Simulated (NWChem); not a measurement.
# [NO2]− (nitrite) at LCCD/MINI

What is the vertical electron affinity of [NO2]− (nitrite) at LCCD/MINI? 

Program for the calculation: NWChem 7.3.0.

6 further runs of the same task are left out: 1 that didn't finish, 5 set aside as unsound or not needed.

### 1 Starting point

The species is [NO2]− (3 atoms), meant as a singlet with charge -1. SMILES: `O=N[O-]`. Geometry: relaxed at GFN2-xTB.

Bond lengths: O1–N2 1.272 Å, N2–O3 1.272 Å. Angles: O1–N2–O3 117.3°.

### 2 A single-point energy at LCCD/MINI

File work.nw:

```
echo
start work
title "NO2"
memory stack 880 mb heap 220 mb global 1100 mb
charge -1

geometry noautosym nocenter noautoz
  O        0.332300       1.015250       0.295330
  N        0.330220      -0.248730       0.154080
  O       -0.662520      -0.766520      -0.449410
end

basis spherical bse
  * library MINI
end

scf
  singlet
  rhf
  thresh 1e-06
  maxiter 60
  direct
  print medium
end

tce
  scf
  lccd
  freeze core 3
  maxiter 100
end

task tce energy
```

Run with:

```
$ nwchem work.nw > work.out
```

Standard output:

```text
[...]
  functions       =    15
[...]
  wavefunction    = RHF
[...]
         Total SCF energy =   -202.622116354349
      One-electron energy =   -410.970681721222
      Two-electron energy =    146.160199757143
 Nuclear repulsion energy =     62.188365609730
        Time for solution =      0.1s
[...]
         Wavefunction type : Restricted Hartree-Fock
          No. of electrons :    24
[...]
         Spin multiplicity : singlet
[...]
```

Run time: 0.72 s. Hardware: 1 thread of INTEL XEON PLATINUM 8581C at 2.30GHz (Emerald Rapids), shared host; peak memory 0.1 GiB.

### 3 Doublet [NO2]2−, same level

File job.nw:

```
start job
memory total 2200 mb
charge -2
geometry noautosym nocenter
  zmatrix
    O
    N 1 r2
    O 2 r3 1 a3
  variables
    r2 1.27185
    r3 1.271943
    a3 117.29272
  end
end
basis spherical bse
  O library MINI
  N library MINI
end
scf
  nopen 1
  uhf
  thresh 1e-06
  maxiter 80
  direct
end
tce
  scf
  lccd
  freeze core 3
  maxiter 100
end
task tce energy
```

Run with:

```
$ nwchem job.nw > job.out
```

Standard output:

```text
[...]
  functions       =    15
[...]
  wavefunction    = UHF
[...]
         Total SCF energy =   -202.172962886165
      One electron energy =   -421.924947920138
      Two electron energy =    157.563626283483
 Nuclear repulsion energy =     62.188358750490
                       Sz =      0.5000
                 Sz(Sz+1) =      0.7500
                      S^2 =      0.7520
[...]
         Wavefunction type : Unrestricted Hartree-Fock
          No. of electrons :    25
[...]
         Spin multiplicity : doublet
[...]
```

Run time: 0.7 s. Hardware: 1 thread of INTEL XEON PLATINUM 8581C at 2.30GHz (Emerald Rapids), shared host; peak memory 0.1 GiB.

### 4 What came out

Level: LCCD/MINI, 3 core orbitals frozen.

| quantity | value |
| --- | --- |
| singlet [NO2]−: total energy | -202.77910 Eh |
| singlet [NO2]−: HOMO energy (Hartree–Fock orbitals) | -1.66 eV |
| singlet [NO2]−: LUMO energy (Hartree–Fock orbitals) | 12.53 eV |
| singlet [NO2]−: HOMO–LUMO gap (to an unbound level, set by the basis) | 14.19 eV |
| singlet [NO2]−: correlation energy (3 core orbitals frozen) | -157.0 mEh |
| doublet [NO2]2−: total energy | -202.25715 Eh |
| doublet [NO2]2−: HOMO energy (Hartree–Fock orbitals) (highest over α and β) | 12.04 eV |
| doublet [NO2]2−: LUMO energy (Hartree–Fock orbitals) (lowest over α and β) | 26.73 eV |
| doublet [NO2]2−: correlation energy (3 core orbitals frozen) | -84.2 mEh |
| doublet [NO2]2−: ⟨S²⟩ of the reference determinant | 0.752 |
| vertical electron affinity (to the doublet dianion) | -14.203 eV |

The dianion lies 14.20 eV (1370 kJ/mol) above the anion: the electron isn't bound at this level, and such a value depends on the basis. Without diffuse functions anions come out too high. In a minimal basis such a difference can be off by several eV, whatever the method. Mulliken charges (singlet [NO2]−) run from -0.51 on O1 to +0.02 on N2. The HOMO (doublet [NO2]2−) lies at positive energy, 12.04 eV: the electron is unbound at this level or held by a compact basis; values depend on the basis.
